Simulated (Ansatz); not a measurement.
# The cluster SnTe2+ (doublet): reading failed and doubtful runs

4 inputs were typed for the cluster SnTe2+ (doublet). Each is run as it stands; the log then has to tell whether the result can be used.

Program: Ansatz 0.2.0, Gaussian basis. Level of theory: the settings change from run to run. These are calculated values, not measurements.

3 further runs of the same task are left out: 3 set aside as unsound or not needed.

### Step 1. The relaxed structure

The geometry comes from an earlier relaxation with PBE0-D4/def2-SVP; it is a stationary point. Sn, Te take a core potential in def2 sets; no spin-orbit term is included.

3 atoms, charge 1, spin multiplicity 2.

Atoms are counted from 1 here; the program's logs count them from 0.

Bond lengths: Sn1–Te2 2.838 Å, Sn1–Te3 2.838 Å, Te2–Te3 2.689 Å. Angles: Te2–Sn1–Te3 56.5°, Sn1–Te2–Te3 61.7°, Sn1–Te3–Te2 61.7°.

Geometry (Å):

```xyz
3

Sn    1.37685   -0.78319   -0.51771
Te    0.06490    1.39002    0.75190
Te   -1.44174   -0.60683   -0.23419
```

### Step 2. Input 1

The input, in.yaml:

```yaml
crystal:
  periodic: [false, false, false]
  atoms:
    - {symbol: Sn, position_ang: [1.376847, -0.783185, -0.517712]}
    - {symbol: Te, position_ang: [0.064897, 1.390015, 0.751904]}
    - {symbol: Te, position_ang: [-1.441744, -0.606830, -0.234193]}
basis:
  gaussian: {orbitals: def2-TZVP, fitting: {mean_field: cc-pVTZ-jkfit}, final_grid: {core_spheres: 20, valence_spheres: 16, degree: 47}}
total_charge: 1
magnetization: {spin_polarized: true, initial_magnetization: 1}
hamiltonian: {xc: {name: SVWN5}}
output: {forces: true}
```

Command:

```
$ ansatz run in.yaml --threads 4 --pin off --events-out ev --progress --plain --max-ram 3916MiB
```

What it wrote:

```text
Functional definition: SVWN5
  name "SVWN5"
  cite "Dirac, Proc. Camb. Phil. Soc. 26, 376 (1930) doi:10.1017/S0305004100016108"
  cite "Slater, Phys. Rev. 81, 385 (1951) doi:10.1103/PhysRev.81.385"
  cite "Vosko, Wilk & Nusair, Can. J. Phys. 58, 1200 (1980) doi:10.1139/p80-159"
  exchange = slater_x
  correlation = vwn5_c
Error: <dir> the basis set cc-pVTZ-JKFIT has no functions for Sn
```

It took 0.1 s on 4 threads of Arm Neoverse V1, shared host.

Diagnosis: The program refused the input. The fitting set named has no entry for an element of this molecule. Cure: leave the fitting key out, or name a set that covers all elements and suits the basis.

### Step 3. Input 2

The input, in.yaml:

```yaml
crystal:
  periodic: [false, false, false]
  atoms:
    - {symbol: Sn, position_ang: [1.604992, -0.852164, -0.417891]}
    - {symbol: Te, position_ang: [0.128433, 1.431486, 0.655613]}
    - {symbol: Te, position_ang: [-1.307913, -0.428408, -0.345861]}
basis:
  gaussian: {orbitals: def2-SVPD, fitting: {mean_field: cc-pVTZ-jkfit}, nuclear_model: gaussian}
total_charge: 1
magnetization: {spin_polarized: true, initial_magnetization: 1}
hamiltonian: {xc: {name: PBEsol}}
scf: {omitted_lower_state_checks: [starts]}
```

Launched as before.

What it wrote:

```text
Functional definition: PBEsol
  name "PBEsol"
  cite "Perdew et al., Phys. Rev. Lett. 100, 136406 (2008) doi:10.1103/PhysRevLett.100.136406"
  cite "Perdew, Burke & Ernzerhof, Phys. Rev. Lett. 77, 3865 (1996) doi:10.1103/PhysRevLett.77.3865"
  parent pbesol
  exchange = pbesol_x
  correlation = pbesol_c
these checks for a lower state are left out or cut short: starts
Error: <dir> the basis set cc-pVTZ-JKFIT has no functions for Sn
```

Run time: 0.05 s. Hardware: 4 threads of Arm Neoverse V1, shared host.

Diagnosis: Refused before any calculation. The fitting set named has no entry for an element of this molecule. Cure: leave the fitting key out, or name a set that covers all elements and suits the basis. Its coordinates are also moved off the relaxed structure.

### Step 4. Input 3

The input, in.yaml:

```yaml
crystal:
  periodic: [false, false, false]
  atoms:
    - {symbol: Sn, position_ang: [1.175527, -0.749659, -0.646359]}
    - {symbol: Te, position_ang: [0.129022, 1.399491, 0.729138]}
    - {symbol: Te, position_ang: [-1.500842, -0.539387, -0.351039]}
basis:
  gaussian: {orbitals: def2-TZVPP, nuclear_model: gaussian}
total_charge: 2
hamiltonian: {xc: {name: B3LYP5}}
scf: {omitted_lower_state_checks: [starts]}
relax: {f_tol: 0.001, max_steps: 1}
output: {forces: true}
```

Same command.

What it wrote:

```text
Functional definition: B3LYP5
  name "B3LYP5"
  cite "Stephens, Devlin, Chabalowski & Frisch, J. Phys. Chem. 98, 11623 (1994) doi:10.1021/j100096a001"
  cite "Becke, Phys. Rev. A 38, 3098 (1988) doi:10.1103/PhysRevA.38.3098"
  cite "Lee, Yang & Parr, Phys. Rev. B 37, 785 (1988) doi:10.1103/PhysRevB.37.785"
  cite "Vosko, Wilk & Nusair, Can. J. Phys. 58, 1200 (1980) doi:10.1139/p80-159"
  parameter a0 = 0.2
  parameter ax = 0.72
  parameter ac = 0.81
  exchange = (1 - a0 - ax)*slater_x + ax*b88_x + a0*exact_x
  correlation = (1 - ac)*vwn5_c + ac*lyp_c
these checks for a lower state are left out or cut short: starts
1278 factors; their error is unknown
mean field evaluation 1: about -20396.0068 eV, gradient 4.3e1 eV
mean field evaluation 2: about -20393.1270 eV, gradient 6.3e1 eV
mean field evaluation 4: about -20399.2766 eV, gradient 1.1e1 eV
mean field evaluation 8: about -20399.9777 eV, gradient 6.2e-1 eV
mean field evaluation 16: about -20399.9781 eV, gradient 1.4e-4 eV
mean field -20399.97812203 eV, -749.6853683826 hartree, gradient 1.9e-5 eV, S^2 0.000000; 0 other end points of the search recorded, 0 dependent functions left out
the calculation of the forces begins
reference -20399.97833844 eV, -749.6853763358 hartree; 34, 34 occupied and 116, 116 virtual orbitals, 1278 factors
relax step   1: F+E_penalty+E_count = -20399.97812203 eV  Δ(F+E_penalty+E_count) = +0.000e0 eV  max|allowed force component| = 2.874e0 eV/Å  Δτ_max = 0.0000 Å  (35 SCF iters, accepted)
Error: geometry relaxation did not converge after 1 steps: max|allowed force component| = 2.87e0 eV/Å (threshold 1.0e-3). Raise `relax.max_steps` over both its present limit and 1, loosen `relax.f_tol`, or start from a geometry closer to equilibrium. Where this run's directory can be resumed (`checkpoint.write`), a resume goes on for up to `relax.max_steps` more
```

Run time: 3.1 s. Hardware: 4 threads of Arm Neoverse V1, shared host.

**Diagnosis.** It stopped unconverged. The relaxation is allowed too few steps for its threshold. The start was also shaken off the relaxed geometry, so there is far to go. It also asks for charge 2 and multiplicity 1, another species or state than the molecule above. Fix: raise relax.max_steps, and set charge and spin to those of the species named.

### Step 5. Input 4

The input, in.yaml:

```yaml
crystal:
  periodic: [false, false, false]
  atoms:
    - {symbol: Sn, position_ang: [1.354743, -0.773275, -0.483041]}
    - {symbol: Te, position_ang: [0.020422, 1.402654, 0.775020]}
    - {symbol: Te, position_ang: [-1.466871, -0.603145, -0.225536]}
basis:
  gaussian: {orbitals: def2-TZVPP}
total_charge: 1
magnetization: {spin_polarized: true, initial_magnetization: 1}
hamiltonian: {xc: {name: HF}}
correlation: {method: mp2, frozen_orbitals: {Sn: 0}}
scf: {lower_state_search: full}
output: {forces: true}
```

Launched as before.

What it wrote:

```text
Functional definition: HF
  name "HF"
  cite "Fock, Z. Phys. 61, 126 (1930) doi:10.1007/BF01340294"
  parent pbe
  exchange = exact_x
  correlation = 0
Error: "frozen_orbitals" has no count for Te
```

It took 0.05 s on 4 threads of Arm Neoverse V1, shared host.

Diagnosis: The program refused the input. Frozen orbitals are typed for one element alone, and the program wants a count for each. Its coordinates are also moved off the relaxed structure. Fix: leave frozen_orbitals out, or give every element a count that its core really has.

### Step 6. How the tries ended

```
input              level          ended                                                                                    cause    time
    1    SVWN5/def2-TZVP        refused                       the fitting set named has no entry for an element of this molecule   0.1 s
    2   PBEsol/def2-SVPD        refused                       the fitting set named has no entry for an element of this molecule  0.05 s
    3  B3LYP5/def2-TZVPP  not converged                                the relaxation is allowed too few steps for its threshold   3.1 s
    4     MP2/def2-TZVPP        refused  frozen orbitals are typed for one element alone, and the program wants a count for each  0.05 s
```

In words: 3 refused, 1 not converged. A refusal costs next to no computing time.
